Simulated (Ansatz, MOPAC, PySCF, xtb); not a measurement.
Dimer: H2O (SMILES O) (first 3 atoms) with CH4O (SMILES CO); geometry from S66by8 set.
(charge 0, multiplicity 1):
```xyz
9

O     -2.1362     0.0806     0.1156
H     -2.5529     0.8795     0.4414
H     -1.2072     0.1914     0.3566
O      0.9452     0.1753     0.5202
H      1.3132    -0.3968     1.1977
C      1.4102    -0.2963    -0.7420
H      0.9794     0.3548    -1.4951
H      2.4962    -0.2455    -0.8163
H      1.0819    -1.3162    -0.9410
```

Monomers are frozen at their geometry in the pair; levels with a basis set take the counterpoise correction. Rows marked so take none.

Correlated levels freeze the cores. Rows in 6-31G*, STO-3G carry no dispersion term and start afresh at each structure (6-31G* with six Cartesian d functions). The state reached by AM1, PM3 isn't checked.

Run with Ansatz (Gaussian basis) for Hartree–Fock, density functionals and correlated methods; MOPAC for AM1, PM3 (differences of heats of formation); PySCF for 6-31G* rows, STO-3G rows, the dispersion terms; xtb for the GFN methods. Values without a source in brackets are computed.

```tsv
level	interaction energy (kcal/mol)
GFN-FF	-5.65
AM1	-2.90
PM3	-1.42
HF/STO-3G (no counterpoise)	-3.63
HF/aug-cc-pVDZ	-3.90
r2SCAN-D3(BJ)/def2-TZVPPD	-5.18
PBE0/def2-TZVPPD	-4.66
M06-2X/6-31G* (no counterpoise)	(withheld)
CCSD/aug-cc-pVDZ	(withheld)
```

Question: What belongs in the gaps?

Answer: 
- M06-2X/6-31G* (no counterpoise), interaction energy (kcal/mol): -6.71
- CCSD/aug-cc-pVDZ, interaction energy (kcal/mol): -4.55

Ansatz is a program for electronic structure.
